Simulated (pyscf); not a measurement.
Structures and frequencies: ωB97X-D3(BJ)/def2-SVP in PySCF. MP2 and CC: frozen core, UHF for open shells. ΔMP2 is the change of the MP2 total energy from the triple- to the quadruple-zeta basis.

**Question.** Estimate the classical barrier height and the reaction energy of HCl (SMILES Cl) + F–B(Cl)–Cl (SMILES FB(Cl)Cl) → Cl–B(Cl)–Cl (SMILES ClB(Cl)Cl) + HF (SMILES F) at MP2/def2-QZVPP. The step runs on the singlet surface, breaks Cl–H, B–F and forms B–Cl, F–H; take the separated reactants as zero.

**Answer.** ΔE‡ = 28.6 kcal/mol, ΔE = +11.3 kcal/mol. CCSD(T)/def2-TZVPP + ΔMP2(QZVPP) gives 32.1 kcal/mol and +13.5 kcal/mol. Zero-point energy shifts the barrier by -0.1 kcal/mol. It is a four-centre exchange, with an imaginary mode of 973i cm⁻¹. One saddle was located; it need not be the lowest between these sides. The CCSD(T) − MP2 part came from Ansatz, without density fitting, on the same reference.
